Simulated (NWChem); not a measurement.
# HNO (nitroxyl): PBE-D3(BJ)/DGauss-DZVP (SMD diethyl ether)

Wanted: a structure relaxation of HNO (nitroxyl). 

Program for the calculation: NWChem 7.3.0.

2 further runs of the same task are left out: 2 set aside as unsound or not needed.

## (1) The molecule

HNO: 3 atoms, total charge 0, spin state singlet. SMILES: `N=O`. Geometry: relaxed at GFN2-xTB. The run starts from this shape.

Bond lengths: N1–O2 1.201 Å, N1–H3 1.062 Å. Angles: O2–N1–H3 112.4°.

## (2) A geometry optimisation at PBE-D3(BJ)/DGauss-DZVP (SMD diethyl ether)

File hno.xyz:

```xyz
3
HNO optimise
N     -0.275940     0.297220    -0.114780
O      0.768580     0.418030     0.466150
H     -0.492640    -0.715240    -0.351380
```

File hno.nw:

```
start hno
title "HNO optimise"
memory 2200 mb

geometry noautosym
  load format xyz hno.xyz
end

basis spherical bse
  * library DGauss-DZVP
end

cosmo
  do_cosmo_smd true
  solvent ether
end

dft
  xc xpbe96 cpbe96
  disp vdw 4
  grid coarse
  convergence energy 1e-08
  noprint "final vectors analysis"
end

driver
  loose
  maxiter 50
end

task dft optimize
```

Started as:

```sh
$ nwchem hno.nw > hno.out
```

The program printed:

```text
[...]
          Wavefunction type:  closed shell.
          No. of atoms     :     3
          No. of electrons :    16
[...]
          Charge           :     0
          Spin multiplicity:     1
[...]
          AO basis - number of functions:    30
[...]
              XC Information
              --------------
          PerdewBurkeErnzerhof Exchange Functional  1.000
            Perdew 1991 LDA Correlation Functional  1.000 local
           PerdewBurkeErnz. Correlation Functional  1.000 non-local
[...]
 d= 0,ls=0.0,diis     1   -130.3006548285 -1.61D+02  4.13D-02  5.46D-01     0.3
[...]
         Total DFT energy =     -130.363307161486
[...]
  wavefunction    = closed shell
[...]
@    0    -130.36330716  0.0D+00  0.03640  0.02252  0.00000  0.00000      2.4
[...]
         Total DFT energy =     -130.364691293519
[...]
         Total DFT energy =     -130.364946421388
[...]
@    1    -130.36494642 -1.6D-03  0.00209  0.00134  0.02299  0.03951      6.2
[...]
 d= 0,ls=0.0,diis     7   -130.3649482273 -4.20D-09  5.57D-07  4.47D-10     7.9
         Total DFT energy =     -130.364948227322
      One electron energy =     -236.934700198003
           Coulomb energy =       92.286952386820
    Exchange-Corr. energy =      -15.544848801696
 Nuclear repulsion energy =       29.872320137094
    Dispersion correction =       -0.000652218992
[...]
         Total DFT energy =   -130.364948227322
[...]
                         DFT ENERGY GRADIENTS
    atom               coordinates                        gradient
                 x          y          z           x          y          z
   1 N      -1.002600   0.043361  -0.538885    0.000768   0.000902   0.000335
   2 O       1.022548   0.203177   0.578692   -0.001508  -0.000724  -0.000816
   3 H      -1.339598  -1.915220  -0.951982    0.000740  -0.000178   0.000481
[...]
@    2    -130.36494823 -1.8D-06  0.00172  0.00111  0.00428  0.00672      8.4
[...]
      Optimization converged
[...]
@    2    -130.36494823 -1.8D-06  0.00172  0.00111  0.00428  0.00672      8.4
[...]
```

Wall time 9 s (1 thread of Intel Xeon Platinum 8259CL at 2.50GHz (Skylake/Cascade Lake), shared host); peak memory 0.12 GiB.

Steps, from the record of the run:

| step | energy from the first frame kept (eV) |
| --- | --- |
| 0 | 0.0000 |
| 1 | -0.0446 |
| 2 | -0.0447 |

After the run. Bond lengths: N1–O2 1.227 Å, N1–H3 1.074 Å. Angles: O2–N1–H3 108.0°.

## (3) Outcome

Level: PBE-D3(BJ)/DGauss-DZVP (SMD diethyl ether).

| quantity | value |
| --- | --- |
| total energy at the end | -130.36495 Eh |
| dipole moment | 2.08 D |
| HOMO energy | -5.34 eV |
| LUMO energy | -4.27 eV |
| HOMO–LUMO gap | 1.08 eV |
| dispersion energy | -1.71 kJ/mol |
| solvent term in the energy | -7.1 kJ/mol |

In words: At the final geometry: Bond lengths: N1–O2 1.227 Å, N1–H3 1.074 Å. Angles: O2–N1–H3 108.0°. The optimisation took 3 steps and changed the energy by -0.045 eV.
